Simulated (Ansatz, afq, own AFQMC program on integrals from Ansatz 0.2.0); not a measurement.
Where AFQMC and coupled cluster stand for Si$_{3}$Ge$_{2}$H$_{12}$, singlet

```yaml
atoms:
  - { symbol: Si, position_ang: [0.1507, 2.7643, 0.2218] }
  - { symbol: Si, position_ang: [-1.0955, 1.2899, -1.1127] }
  - { symbol: Ge, position_ang: [0.2432, -0.5799, -1.7651] }
  - { symbol: Si, position_ang: [1.2314, -1.5887, 0.1624] }
  - { symbol: Ge, position_ang: [-0.4259, -2.0990, 1.8013] }
  - { symbol: H, position_ang: [1.3380, 3.2617, -0.5397] }
  - { symbol: H, position_ang: [-0.6769, 3.9348, 0.6470] }
  - { symbol: H, position_ang: [0.6341, 2.0473, 1.4429] }
  - { symbol: H, position_ang: [-1.6117, 2.0050, -2.3226] }
  - { symbol: H, position_ang: [-2.2696, 0.7896, -0.3287] }
  - { symbol: H, position_ang: [-0.6320, -1.6164, -2.5007] }
  - { symbol: H, position_ang: [1.3463, -0.1129, -2.7380] }
  - { symbol: H, position_ang: [1.9610, -2.8377, -0.2225] }
  - { symbol: H, position_ang: [2.2219, -0.6326, 0.7514] }
  - { symbol: H, position_ang: [0.2052, -2.7641, 3.0391] }
  - { symbol: H, position_ang: [-1.4834, -3.0543, 1.2153] }
  - { symbol: H, position_ang: [-1.1371, -0.8069, 2.2488] }
```

Basis def2-SVP. Only valence electrons are correlated. Ansatz 0.2.0 and our own AFQMC program on the same integrals; the CISD trial comes from CCSD amplitudes, and released means the phaseless constraint is let go. Uncertainties: one standard error, sampling alone. No spin–orbit coupling.

Determinant: RHF, the one that the program's search chose, which needn't be the lowest solution. The geometry is a PBE0/def2-SVP stationary point of this or a neighbouring charge and spin state.

No full CI on the walks' own integrals is used here. The released AFQMC energy serves as the reference, which it does only where one determinant dominates, the energy is flat over the last release times and near the phaseless one (40 meV or 2 meV an electron, half that with transition metals). On small molecules, where full CI could be run and the noise was under 10 meV, such values lay within 10 meV of it in 19 cases of 20, a flattering rate, since the rule was set on those same cases; what remains of the bias isn't in the error bar.

Cautions: no relativity below Rb; no spin-orbit coupling; inner d shell frozen; the released value is read at 0.60 1/Eh (meV from the phaseless value at times in 1/Eh: 2 ± 10 at 0.20, 2 ± 7 at 0.40, -10 ± 10 at 0.60).

- T1 diagnostic: 0.0124
- weight of the determinant in the CISD state: 0.726
- size of the correlated space: 32 electrons in 135 orbitals

| level | correlation energy (eV) |
| --- | --- |
| MP2 | -13.7547 |
| CCSD | -16.6297 |
| CCSD(T) | -17.1086 |

Problem. Estimate where phaseless AFQMC with the Hartree–Fock trial lies against CCSD(T) on the same integrals.

Solution. 150.2 ± 46.0 meV below CCSD(T).

Reference: AFQMC with the constraint released, correlation energy -17.210 ± 0.010 eV.

```
        level  E − E(reference) (meV)  share of correlation (%)
      CCSD(T)             101.7 ± 9.7                     99.41
  ph-AFQMC/HF            -48.5 ± 47.0                    100.28
ph-AFQMC/CISD              9.5 ± 13.3                     99.94
```

Released energies are given only where the last usable release times agree within the noise; a slower fall can still hide under it.
